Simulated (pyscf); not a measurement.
Single points on ωB97X-D3(BJ)/def2-SVP structures (PySCF, gas phase). MP2 and CC: frozen core, UHF for open shells. ΔMP2 is the change of the MP2 total energy from the triple- to the quadruple-zeta basis.

**Question.** PBE/def2-TZVP puts the barrier of F–Ge:–F (SMILES [F][Ge][F]) [singlet] + NH₃ (SMILES N) -> H₂N–GeH(F)–F (SMILES [NH2][GeH]([F])[F]) (insertion; singlet surface; H–N broken, Ge–N, Ge–H formed) at 39.3 kcal/mol and the reaction energy at -7.7 kcal/mol, from the separated reactants. What do r²SCAN/def2-TZVP, PBE0-D3(BJ)/def2-TZVP, CCSD(T)/def2-TZVPP + ΔMP2(QZVPP) give on the same structures?

**Answer.** r²SCAN: ΔE‡ = 38.0 kcal/mol, ΔE = -15.3 kcal/mol; PBE0-D3(BJ): ΔE‡ = 41.3 kcal/mol, ΔE = -14.7 kcal/mol; CCSD(T): ΔE‡ = 45.3 kcal/mol, ΔE = -15.0 kcal/mol. PBE's barrier lies among them. Its reaction energy lies over all of them, by 6.9 to 7.6 kcal/mol. On the reactant side the descent ends in an adduct with a Ge–N contact, 22.3 kcal/mol under the separated species and 67.8 kcal/mol under the saddle at ωB97X-D3(BJ)/def2-TZVP. What is counted as formed (Ge–N) is already present as a longer contact in the reactant adduct; forming that adduct is a step of its own. This is the saddle that the search found; another between the same sides may lie lower. The CCSD(T) − MP2 part came from Ansatz, without density fitting, on the same reference. The frozen core leaves the outer d or s,p core shells of the metals and heavy elements correlated in the MP2 and CC values, and def2-TZVPP describes them poorly, which can shift differences by a few kcal/mol. Elements up to Kr have no core potential and no relativistic terms here.
